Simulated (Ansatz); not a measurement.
# AlH5N with multiplicity 2: a nudged elastic band in two tries

Aim: a band of images between two relaxed ends for this system.

All numbers below are computed with Ansatz 0.2.0 (UKS BLYP-D4/def2-SVP).

## 1. The system as given

Bond lengths: Al1–H2 1.716 Å, Al1–H3 1.601 Å, Al1–H4 1.600 Å, Al1–N5 1.893 Å, N5–H6 1.030 Å, N5–H7 1.031 Å. Angles: H2–Al1–H3 109.2°, H2–Al1–H4 109.7°, H2–Al1–N5 83.5°, H3–Al1–H4 124.1°, H3–Al1–N5 111.3°, H4–Al1–N5 111.6°, Al1–N5–H6 124.2°, Al1–N5–H7 123.6°, H6–N5–H7 108.7°.

Coordinates:

```xyz
7

Al   -0.0109   -0.0169    0.6948
H     0.5980   -1.5297    1.2281
H     1.1717    0.8152    0.0073
H    -1.4610   -0.2162    0.0475
N    -0.1205    0.3482    2.5488
H    -0.8707    0.0016    3.1641
H     0.6935    0.5978    3.1294
```

## 2. The run

input.yaml

```yaml
crystal:
  periodic: [false, false, false]
  atoms:
    - { symbol: Al, position_ang: [-0.010886, -0.016869, 0.694761] }
    - { symbol: H, position_ang: [0.597963, -1.529741, 1.228108] }
    - { symbol: H, position_ang: [1.171665, 0.815178, 0.007274] }
    - { symbol: H, position_ang: [-1.460988, -0.216189, 0.047548] }
    - { symbol: "N", position_ang: [-0.120513, 0.348167, 2.548779] }
    - { symbol: H, position_ang: [-0.870722, 0.001604, 3.164145] }
    - { symbol: H, position_ang: [0.69348, 0.59785, 3.129385] }
magnetization:
  spin_polarized: true
  initial_magnetization: 1
basis:
  gaussian: { orbitals: def2-SVP }
hamiltonian:
  xc: blyp
  dispersion: d4
neb:
  order_check: false
  images: 5
  f_tol: 0.05
  max_iterations: 8
  final_atoms:
    - { symbol: Al, position: [-0.25499286, -0.19405221, 0.23777767] }
    - { symbol: H, position: [0.94243954, -0.8365114, 2.57012707] }
    - { symbol: H, position: [1.14419019, 0.50086791, -0.19274812] }
    - { symbol: H, position: [-1.56085837, 0.76279651, 0.2974635] }
    - { symbol: "N", position: [0.11628839, -0.26456662, 2.33444517] }
    - { symbol: H, position: [-0.67957261, -0.65146112, 2.86495017] }
    - { symbol: H, position: [0.29250471, 0.68292693, 2.70798453] }
  initial_path: idpp
```

Launch:

```console
> ansatz run input.yaml --threads 1 --pin off --max-ram 2048MiB --backend cpu --events-out ev --progress --plain --runs-dir out
```

Q: Predict the outcome of this session. Wanted: first try.

The runs gave:

| quantity | value |
| --- | --- |
| first try | refused |
| cause | the second end is typed under the key for fractional positions, which a molecule without a cell can't use |

In words: The fault in the first input was caught at the input check and cost nothing.
